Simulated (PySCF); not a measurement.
Calculated NMR data

Rapidly exchanging positions averaged, single conformer, isolated molecule, non-relativistic. B3LYP/pcJ-1 coupling constants (spin–dipole term left out of most H,H and C,H couplings); shieldings: GIAO PBE0/pcSseg-1; coordinates at the GFN2-xTB level; PySCF 2.14.

Chemical shifts δ = σref − σ; TMS for 1H and 13C, all at this level. Multiplet labels drop J under 1 Hz and among equivalent protons, and merge close values. Unscaled 3J(H,H) run several per cent high. Vicinal couplings that depend on rotamer populations or ring flexing (ring, CH–CH, X–H and H–F types) are those of the one conformer. Shifts are as computed. Against solution values, carbons near 30 ppm lie about +3 ppm off and those near 130 ppm about +5 ppm. Of 1211 compounds with measured shifts, 218 miss one by over three times the rms of a fit or turn the order of signals round; such compounds aren't used in these exercises. OH and NH positions are gas-phase values without hydrogen bonding to other molecules.

**1.** 2-pyrazoline, C3H6N2. 1H NMR (500 MHz, computed): δ 6.26 (t, J = 2.4 Hz, 1H), 4.74 (br s, 1H), 3.53 (m, 2H), 2.75 (m, 2H). 13C{1H} NMR (computed): δ 136.4 (CH), 46.9 (CH2), 35.6 (CH2).

**2.** 3-pyrroline (C1=CCNC1, C4H7N). 1H NMR (500 MHz, computed): δ 6.14 (m, 2H), 3.86 (m, 4H), 0.67 (br s, 1H). 13C{1H} NMR (computed): δ 138.2 (CH), 59.5 (CH2).
